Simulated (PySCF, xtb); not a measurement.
methanol (CH4O), SMILES CO.

Harmonic wavenumbers (cm⁻¹) from GFN2-xTB (xtb) at its own minimum, in rising order: 374, 1031, 1091, 1140, 1315, 1416, 1485, 1490, 2919, 2938, 3033, 3559.

Question: What does ωB97X-D3(BJ)/def2-TZVP in PySCF give at its own minimum? (An estimate is asked for; the answer gives what the named calculation found.)

Answer: 300, 1068, 1101, 1179, 1377, 1489, 1504, 1516, 3024, 3078, 3146, 3881. Paired by order, the mean absolute difference is 85 cm⁻¹ and the zero-point energies are 31.2 and 32.4 kcal/mol.
